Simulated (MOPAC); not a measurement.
MOPAC input (PM6):

```
PM6 FORCE THERMO(298,298) PRECISE LET GEO-OK AUX(PRECISION=9) THREADS=1
C2F4

C     0.00322729 1    0.00649943 1    0.66757722 1
C    -0.00322728 1   -0.00650283 1   -0.66756330 1
F     0.02458361 1    1.07907078 1    1.43130248 1
F    -0.01064356 1   -1.05098723 1    1.45221301 1
F     0.01064324 1    1.05097231 1   -1.45222913 1
F    -0.02458329 1   -1.07905316 1   -1.43129743 1
```

### Question
Which zero-point energy does it print?

### Answer
13.36 kcal/mol, from the harmonic wavenumbers of PM6.
